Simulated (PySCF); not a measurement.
## LiAl⁺: from constants to spectrum

UHF-CCSD(T) constants of LiAl⁺, ²Σ⁺ (doublet), unpaired electrons σ ↑ (basis Li def2-SVPD, Al def2-SVPD; no relativity; PySCF 2.14; masses 7.0160 and 26.9815 u):

* ωe: 200.7 cm⁻¹
* ωexe: 0.557 cm⁻¹
* Be: 0.3069 cm⁻¹
* αe: 0.00330 cm⁻¹
* De to Li⁺ + Al: 1.06 eV

Task: What force constant and bond length do these constants imply?

Result: Reduced mass μred = 5.5681 u; k = 5.8918×10⁻⁷·μred·ωe² (u, cm⁻¹, mdyn/Å) = 0.132 mdyn/Å; Re = √(16.8576/(μred·Be)) (u, cm⁻¹, Å) = 3.141 Å.

Task: Estimate the centrifugal constant D from the Kratzer relation and find the Dunham coefficient a1.

Result: D = 4Be³/ωe² = 2.87e-06 cm⁻¹; a1 = −1 − αeωe/(6Be²) = -2.17.

Correlated steps freeze 5 core orbitals. Correlated levels converge slowly with the basis: in double zeta they bind strong bonds too weakly, by up to about 1 eV, and carry superposition errors of some tenths. For an ion De counts to the pair picked by the measured ionisation energies or electron affinities, which need not be the lowest pair at this level. The state was picked by a PBE0 search and need not be the measured ground state.
